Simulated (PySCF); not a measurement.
Open-shell species derived from `C1=CCC=CC1`. All by UKS B3LYP (IGLO-III on C, pcH-1 on H) in PySCF, non-relativistic with spin–orbit coupling as a perturbation, on PBE0-D3(BJ)/def2-SVP geometries; isolated species, one conformer each; SCF stability not tested. Couplings are magnitudes for isotopes of over 50 % abundance, averaged over nuclei equivalent by connectivity (but not across a short bond from an atom whose three angles sum to over 350°); populations are Mulliken's.

| species | change | ⟨S²⟩ | g1 | g2 | g3 | largest spin population on | largest couplings |
| --- | --- | --- | --- | --- | --- | --- | --- |
| [CH]1[CH+]CC=CC1 (charge +1 and doublet state) | electron removed | 0.752 | 2.0022 | 2.0025 | 2.0036 | carbon bonded to 2 C and H (0.19) | 4 × 1H 206 MHz, 4 × 1H 13 MHz |
| [C]1=CCC=CC1 | H removed from sp2 C | 0.759 | 2.0015 | 2.0021 | 2.0032 | carbon bonded to 2 C (0.98) | 1 × 1H 82 MHz, 1 × 1H 24 MHz, 2 × 1H 18 MHz, 1 × 1H 9 MHz, and 1 smaller |

(1) Predict the same entries for `[CH]1CC=CCC1` [radical] (H added to sp2 C).

(2) How many first-order lines does each doublet give under fast tumbling, over what width, and where is its centre at 9.5 GHz?

Answers

(1) ⟨S²⟩: 0.754; g1: 2.0022; g2: 2.0027; g3: 2.0030; largest spin population on: carbon bonded to 2 C and H (1.04); largest couplings: 2 × 1H 92 MHz, 2 × 1H 78 MHz, 1 × 1H 62 MHz, 1 × 1H 2 MHz, and 1 smaller. The Mulliken spin populations are largest on C1 (+1.04), C6 (-0.10), C2 (-0.09) and H14 (+0.07). No atom but C1 exceeds +0.15. The angles at C1 add up to 358.8°, so it is planar; its axial dipolar tensor and the negative coupling of its proton fit spin in a p orbital normal to that plane. (Numbering: [CH:1]1[CH2:2][CH:3]=[CH:4][CH2:5][CH2:6]1 (hydrogens: H7 on C1; H8, H9 on C2; H10 on C3; H11 on C4; H12, H13 on C5; H14, H15 on C6).)

(2) 
| species | lines | width (mT) | centre (mT) |
| --- | --- | --- | --- |
| [CH]1CC=CCC1 | 72 | 14.5 | 338.93 |
| [CH]1[CH+]CC=CC1 (charge +1 and doublet state) | 25 | 31.2 | 338.91 |
| [C]1=CCC=CC1 | 72 | 5.9 | 338.99 |

Splittings under 0.05 mT aren't counted.

Means can hide wide spreads in the frozen geometry: [CH]1CC=CCC1, 2 × 1H from 15 to 141 MHz (mean 78); [CH]1CC=CCC1, 2 × 1H from 53 to 132 MHz (mean 92). The drawing needn't show where the spin sits: the atom drawn as the radical centre holds a spin population of 0.19 in [CH]1[CH+]CC=CC1 (charge +1 and doublet state).
